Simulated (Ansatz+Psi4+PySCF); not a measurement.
Values are calculated unless marked as measured or tabulated.
A run of Psi4 1.11 on doublet N₂H at this shape:

```json
{"atom": "N", "x (Å)": "-0.0624", "y (Å)": "0.6595", "z (Å)": "0.0000"}
{"atom": "N", "x (Å)": "-0.0624", "y (Å)": "-0.5187", "z (Å)": "0.0000"}
{"atom": "H", "x (Å)": "0.8742", "y (Å)": "-0.9855", "z (Å)": "0.0000"}
```

Its results:

| Item | Value |
| --- | --- |
| Converged | yes |
| Total energy | -109.45863 hartree |
| Spin squared of the determinant | 0.750 |
| Occupied orbitals by symmetry in an Abelian subgroup (alpha; beta) | 7 Ap 1 App; 6 Ap 1 App |

Which input gives this output? Name the method, the orbitals and the basis set, and write the input.

ROHF in cc-pVTZ.

```
molecule {
0 2
N -0.062440 0.659490 0.000000
N -0.062440 -0.518710 0.000000
H 0.874190 -0.985480 0.000000
}

set basis cc-pVTZ
set reference rohf
set scf_type pk
energy('scf')
```
